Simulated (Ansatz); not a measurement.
Dissociation curve of Li2, singlet.

Level of theory: full CI/aug-cc-pVQZ, frozen core (Ansatz, an electronic-structure program).

Q: Relative to R = 2.69 Å, what are the energies at R = 2.46, 3.15, 6.03, 8.22 Å?

A: 1.2 kcal/mol at 2.46 Å, 2.7 kcal/mol at 3.15 Å, 23.0 kcal/mol at 6.03 Å, 24.0 kcal/mol at 8.22 Å.
